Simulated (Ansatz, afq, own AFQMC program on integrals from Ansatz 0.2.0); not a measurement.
Two steps: Ansatz 0.2.0 writes the Fock matrix and Cholesky factors of the valence space, and afq projects on them the lowest state that overlaps trial and start.

```yaml
crystal:
  periodic: [false, false, false]
  atoms:
    - {symbol: C, position_ang: [0.000000, 0.000000, 0.000000]}
basis:
  gaussian: {orbitals: cc-pVTZ}
magnetization: {spin_polarized: true, initial_magnetization: 4}
correlation: {method: ccsd_t, electrons: outside_noble_gas, hamiltonian_folder: ham}
```

```sh
$ ansatz run in.yaml --threads 1 --pin off --events-out ev --progress --plain --max-ram 1382MiB
```

afq runs on the folder ham with

```
--method phaseless --trial mp1 --walkers 20 --populations 1 --least-time 40 --time-step 0.5 --steps-per-block 5 --equilibration-blocks 10 --max-blocks 100 --target-error 0.00048 --factor-cut 1e-05 --start determinant --seed 8222 --taylor-order 6
```

Times are imaginary, in 1/Eh. The walk had a cap of 90 s.

```
orbitals 29  electrons 4 0  factors 171 of 172
reference energy -37.59673417 Eh
CCSD correlation -0.03361236 Eh in 7 cycles, weight of the determinant in the CISD state 0.9864
energy of the start -37.623599 Eh
 block  time / (1/Eh)  mean weight  energy / Eh
     1     2.500  1.1951  -37.630784
     2     5.000  0.9980  -37.630389
     3     7.500  0.8968  -37.629857
     4    10.000  1.0604  -37.629342
     5    12.500  0.8199  -37.631061
     7    17.500  0.8037  -37.631656
     9    22.500  0.8137  -37.628831
    11    27.500  0.8930  -37.632357
    13    32.500  1.1596  -37.628009
    15    37.500  0.8251  -37.630562
    17    42.500  1.0046  -37.631978
    19    47.500  0.9374  -37.631718
    21    52.500  1.0924  -37.630645
    22    55.000  1.0560  -37.627082
    23    57.500  0.7766  -37.630280
    25    62.500  1.0256  -37.631076
    27    67.500  1.0067  -37.631218
    29    72.500  1.1646  -37.632168
    30    75.000  1.0195  -37.627976
blocks merged  error / Eh  count
     1  0.000366  20
     2  0.000350  10
energy -37.630086 +/- 0.000366 Eh
(rows thinned)
```

The run failed at least one of its tests; the cautions name the faults.

Against this walk (error 10.0 meV) on the same determinant: CCSD(T) 15.8 meV lower (within the noise), CCSDT(Q) 18.1 meV lower (within the noise), full CI 18.1 meV lower (within the noise), a separate phaseless walk with a CISD trial and standard settings 18.8 ± 10.0 meV lower (within the noise). The error is statistical and leaves out the bias of the constraint.

A setting was made bad on purpose (time step too long), so the walk's energy isn't to be trusted. Here it did no visible harm: the energy meets the surest value within the noise.

Cautions: constraint bias not in the error; error not settled; another spin lies lower (by 4.10 eV); so few walkers bias the energy; the time-step error isn't removed.

CCSDT and higher add their correlation energy to the determinant of the CCSD(T) run, since their own runs factorise the integrals more tightly (a shift of under 2 meV). A walk keeps the symmetry of its determinant, which the program's search chose and which needn't be the lowest solution, so a lower state of the same spin and another symmetry isn't excluded.
